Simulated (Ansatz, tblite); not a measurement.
# B(H2O)H3 (BH₅O): removing an electron

One table from this session's results is given with a row withheld; the runs are named, their logs left out.

Program: Ansatz 0.2.0, Gaussian basis. Level of theory: as each input shows. These are calculated values, not measurements.

Levels to be run: charge +1 doublet, at the geometry of the singlet (PBE0-D4/def2-TZVP, PBE-D4/def2-TZVP, r2SCAN-D4/def2-TZVP, CCSD(T)/def2-TZVPP); the starting singlet's energies come from earlier runs.

### The structure

The geometry is that of the singlet, from an earlier relaxation (r2SCAN-D4/def2-TZVP).

7 atoms, charge 0, spin multiplicity 1.

Atoms are counted from 1 here; the program's logs count them from 0.

Bond lengths: B1–O2 1.711 Å, B1–H5 1.202 Å, B1–H6 1.209 Å, B1–H7 1.202 Å, O2–H3 0.967 Å, O2–H4 0.967 Å. Angles: O2–B1–H5 101.6°, O2–B1–H6 103.1°, O2–B1–H7 101.6°, H5–B1–H6 115.5°, H5–B1–H7 116.2°, H6–B1–H7 115.5°, B1–O2–H3 107.6°, B1–O2–H4 107.7°, H3–O2–H4 106.7°.

The first run:

File in.yaml:

```yaml
crystal:
  periodic: [false, false, false]
  atoms:
    - {symbol: B, position_ang: [0.065605, -0.109518, -0.711527]}
    - {symbol: O, position_ang: [0.090180, -0.135542, 0.998872]}
    - {symbol: H, position_ang: [-0.826820, -0.132254, 1.305041]}
    - {symbol: H, position_ang: [0.485668, 0.694011, 1.299004]}
    - {symbol: H, position_ang: [1.239143, -0.065833, -0.969201]}
    - {symbol: H, position_ang: [-0.560331, 0.893656, -0.961903]}
    - {symbol: H, position_ang: [-0.493434, -1.144508, -0.960274]}
basis:
  gaussian: {orbitals: def2-TZVP}
total_charge: 1
magnetization: {spin_polarized: true, initial_magnetization: 1}
hamiltonian: {xc: pbe0, dispersion: d4}
output: {orbitals: {seedname: orbitals}}
```

The run is started by

```sh
> ansatz run in.yaml --threads 4 --pin off --events-out ev --progress --plain --max-ram 3916MiB
```

Steps of the session up to this table: Charge +1 doublet at the fixed geometry, PBE0-D4/def2-TZVP; Charge +1 doublet at the fixed geometry, PBE-D4/def2-TZVP; Charge +1 doublet at the fixed geometry, r2SCAN-D4/def2-TZVP; Charge +1 doublet at the fixed geometry, CCSD(T)/def2-TZVPP.

One of the session's tables, all rows but one given; the rest of the session is left out.

It belongs to the step «Vertical ionisation energy». 

| method | vertical ionisation energy (eV) |
| --- | --- |
| HF/def2-TZVPP | 10.47 |
| PBE-D4/def2-TZVP | 10.70 |
| r2SCAN-D4/def2-TZVP | 10.80 |
| PBE0-D4/def2-TZVP | ? |
| MP2/def2-TZVPP | 11.25 |
| CCSD/def2-TZVPP | 11.25 |
| CCSD(T)/def2-TZVPP | 11.25 |

**Question.** Estimate the row for PBE0-D4/def2-TZVP.

**Answer.** vertical ionisation energy (eV): 10.94. In the column «vertical ionisation energy (eV)» it lies between r2SCAN-D4/def2-TZVP (10.80) and MP2/def2-TZVPP (11.25).
